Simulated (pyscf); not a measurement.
Optimised with ωB97X-D3(BJ)/def2-SVP in PySCF.

SMILES: [OH][Ti]([F])([OH])[NH2]
```xyz
9

N     -2.0468    -0.6712    -2.7492
Ti    -0.8173     0.1317    -1.6108
O      0.2538     1.1383    -2.6077
O     -1.6487     1.1552    -0.4098
F      0.0438    -1.1312    -0.7367
H     -2.5565    -1.5243    -2.5294
H     -2.1913    -0.4072    -3.7207
H      0.5605     2.0468    -2.5298
H     -2.5766     1.3669    -0.2726
```

**Question.** What is the homolytic dissociation enthalpy (298 K, ωB97M-D3(BJ)/def2-TZVP) of the N–Ti bond of H₂N–Ti(OH)(OH)–F (SMILES [NH2][Ti]([OH])([OH])[F]), to NH₂• + [HO–Ti(OH)–F]•?

**Answer.** N–Ti to NH₂• + [HO–Ti(OH)–F]•: 76.4 kcal/mol. The 7 functionals that were run give +73.3 (M06-2X) to +86.4 kcal/mol (PBE). The radicals are drawn with the spin at the cut bond; how far it spreads was not checked. Other isomers of [HO–Ti(OH)–F]• were not searched in full and may lie lower. Open-shell species with a d-block atom are single-reference here; other states, and whether the spin sits on metal or ligand, were not checked.
